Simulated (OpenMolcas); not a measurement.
CH2F2: a scaling law for MP2

CH2F2 has 5 atoms, charge 0, and is taken as a singlet. SMILES: `FCF`. The F1–C2 distance was set to 2.027 Å, away from the relaxed value. At this shape a bond of the SMILES string is far longer than usual.

MP2, 3 core orbitals frozen, gradient, OpenMolcas 26.06, on 1 thread of Arm Neoverse V1, shared host. N is the number of basis functions, t the processor time.

| basis | N | t (s) | ln N | ln t |
| --- | --- | --- | --- | --- |
| def2-SV(P) | 46 | 3.1 | 3.829 | 1.131 |
| def2-SVP | 52 | 3.6 | 3.951 | 1.281 |
| def2-TZVP | 105 | ? | 4.654 | ? |
| def2-TZVPP | 121 | 47 | 4.796 | 3.850 |

Problem. Fit t = C·Nᵖ to the known rows and estimate the time in def2-TZVP.

Solution. 
1. Means of the 3 rows: ln N = 4.19200, ln t = 2.0873.
2. Σ(Δln N)² = 0.55467, Σ(Δln N·Δln t) = 1.6061, so the slope is 1.6061/0.55467 = 2.8956.
3. Intercept: 2.0873 − (2.8956) × 4.19200 = -10.0511. The largest residual of the fit is 0.108.
4. ln t = -10.0511 + 2.8956 × 4.654, so t ≈ 31 s.

The run took 27 s, so the estimate is too long by a factor of about 1.1. The fitted power is 2.9, with the electron count fixed.
